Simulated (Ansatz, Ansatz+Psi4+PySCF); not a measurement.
```yaml
atoms:
  - { symbol: O, position_ang: [0.0000, 0.7441, -0.0527] }
  - { symbol: O, position_ang: [0.0000, -0.7441, -0.0527] }
  - { symbol: H, position_ang: [0.8396, 0.8908, 0.4220] }
  - { symbol: H, position_ang: [-0.8396, -0.8908, 0.4220] }
```

Basis set: cc-pVTZ (spherical functions). Correlated methods keep 2 orbitals frozen. Charge 0, multiplicity 1.

Computed with Ansatz (development build ahead of 0.2.0); each method stands on the lowest determinant of its kind that the runs found. Restricted open shells among the atoms or ions are ROHF, correlated in semicanonical orbitals with singles.

The atomization energy at this shape (free ground-state atoms in the same class of orbitals less the molecule, no zero-point energy) of singlet H₂O₂:

| method | atomization energy |
| --- | --- |
| RHF-CCSD(T) | 1078.1 kJ/mol |
| RHF | 578.4 kJ/mol |

Question: What does RHF-MP2 give?

Answer: 1108.1 kJ/mol.
